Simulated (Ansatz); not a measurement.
Ansatz (a first-principles code) input (RI-MP2/aug-cc-pVTZ):
A basis named .json is the Basis Set Exchange file of that set.

Ansatz 0.2 input:
```yaml
crystal:
  periodic: [false, false, false]
  atoms:
    - {symbol: F, position_ang: [-1.07548335, -0.31432039, -0.00990984]}
    - {symbol: C, position_ang: [-0.01550143, 0.40315107, 0.03875512]}
    - {symbol: F, position_ang: [1.09632475, -0.22770926, -0.04219575]}
    - {symbol: H, position_ang: [-0.03196128, 1.15138784, 0.93877589]}
    - {symbol: H, position_ang: [-0.06260276, 1.30797255, -0.70235629]}
basis:
  gaussian:
    orbitals: aug-cc-pVTZ
    fitting: {mean_field: def2-universal-jkfit, correlation: aug-cc-pVTZ-RIFIT.json}
total_charge: 1
magnetization: {spin_polarized: true, initial_magnetization: 1}
correlation: {method: mp2, electrons: outside_noble_gas}
```

Output:

```
Functional definition: HF
integrals: 0.10 GiB planned
265 factors; integrals over basis functions are off by at most 9.6e-1 eV
410 factors; integrals over basis functions are off by at most 5.9e-1 eV
mean field: 0.37 GiB planned
mean field evaluation 1: about -6459.4531 eV, gradient 3.8e1 eV
mean field evaluation 2: about -6462.1026 eV, gradient 2.7e1 eV
mean field evaluation 4: about -6463.8836 eV, gradient 7.9e-1 eV
mean field evaluation 8: about -6463.8929 eV, gradient 2.6e-6 eV
mean field -6463.89292680 eV, -237.5436836758 hartree, gradient 1.8e-6 eV, S^2 0.765355; 0 other end points of the search recorded, 0 dependent functions left out
3 core orbitals not correlated
reference -6463.89292680 eV, -237.5436836758 hartree; 10, 9 occupied and 171, 172 virtual orbitals, 410 factors
second order -18.28364193 eV of doubles, -0.00000000 eV of singles
Total energy: -6482.17656872 eV, -238.2155951235 hartree
```
